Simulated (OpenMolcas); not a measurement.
How basis sets differ on CH8BN (SMILES [BH3-][NH2+]C)

The species is CH8BN (11 atoms), meant as a singlet with charge 0. As SMILES, `[BH3-][NH2+]C`. Geometry: relaxed at PBE0-D4/def2-TZVP.

Each level gives the HOMO–LUMO gap (eV). The values are calculated.

| level | kind | program | value (eV) | CPU time |
| --- | --- | --- | --- | --- |
| HF/ANO-R0 (sfX2C) | Hartree–Fock | OpenMolcas | 15.82 | 1.9 s |
| HF/STO-3G | Hartree–Fock | OpenMolcas | 23.68 | 3.2 s |
| HF/3-21G | Hartree–Fock | OpenMolcas | 16.66 | 3.6 s |
| HF/ANO-R1 (sfX2C, RICD fitting) | Hartree–Fock | OpenMolcas | 13.79 | 7.6 s |
| HF/cc-pVDZ | Hartree–Fock | OpenMolcas | 14.99 | 10 s |

The values span 13.79 to 23.68 eV. A Hartree–Fock LUMO above zero doesn't converge with the basis: it sinks as sets grow more diffuse. Orbital gaps aren't excitation energies. CPU times are rough (shared hosts, several kinds of processor and program).
